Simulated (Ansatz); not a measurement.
Stepwise reaction of `OBO` with hydrogen, as a gas-phase model of exchange steps in deposition or etching. ΔE in kJ/mol.

Computed with Ansatz on PBE0-D4/def2-TZVP structures; ΔE is electronic, products minus reactants. CBS: MP2 limit from def2 TZ/QZ plus the TZ coupled-cluster correction, frozen cores. This one scheme is used for every species. DFT in def2-TZVPP. B3LYP here is the variant with VWN-RPA as its local correlation; programs differ in this. One conformer a species, not always the lowest.

```json
{"step": "1", "reaction": "`OBO` + H₂ → `BO` + H₂O", "PBE-D4": "122.1", "B3LYP-D4": "122.2", "ωB97M-V": "122.1", "CCSD(T)/CBS": "116.7"}
{"step": "2", "reaction": "`BO` + H₂ → BH₃ + H₂O", "PBE-D4": "138.8", "B3LYP-D4": "133.9", "ωB97M-V": "132.9", "CCSD(T)/CBS": "126.5"}
```

Problem. By hand: ΔE of the 2 steps together at CCSD(T)/CBS.

Solution. (116.7) + (126.5) = 243.2 kJ/mol, or 121.6 kJ/mol a step.

In ΔE each step is higher than the one before. All are uphill at CCSD(T)/CBS. PBE-D4 differs from CCSD(T)/CBS by 5.4 to 12.3 kJ/mol a step. Isolated molecules leave out the surface, adducts and barriers. Largest T1 diagnostic: 0.014.
